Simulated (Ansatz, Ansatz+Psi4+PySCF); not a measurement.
```xyz
4

Sc    0.0000    0.0000    0.0000
F     1.9679    0.0000    0.0000
F    -0.9839    1.7043    0.0000
F    -0.9839   -1.7043    0.0000
```

Basis set: cc-pVTZ (spherical functions). Frozen core: 8 orbitals. Charge 0, multiplicity 1.

Computed with Ansatz (development build ahead of 0.2.0); each method stands on the lowest determinant of its kind that the runs found. Restricted open shells among the atoms or ions are ROHF, correlated in semicanonical orbitals with singles.

The atomization energy at this shape (free ground-state atoms in the same class of orbitals less the molecule, no zero-point energy) of singlet ScF3:

| method | atomization energy |
| --- | --- |
| RHF | 14.28 eV |

(1) What does RHF-MP2 give?

## Answers

(1) 19.77 eV. Caution: the shape is not the minimum.
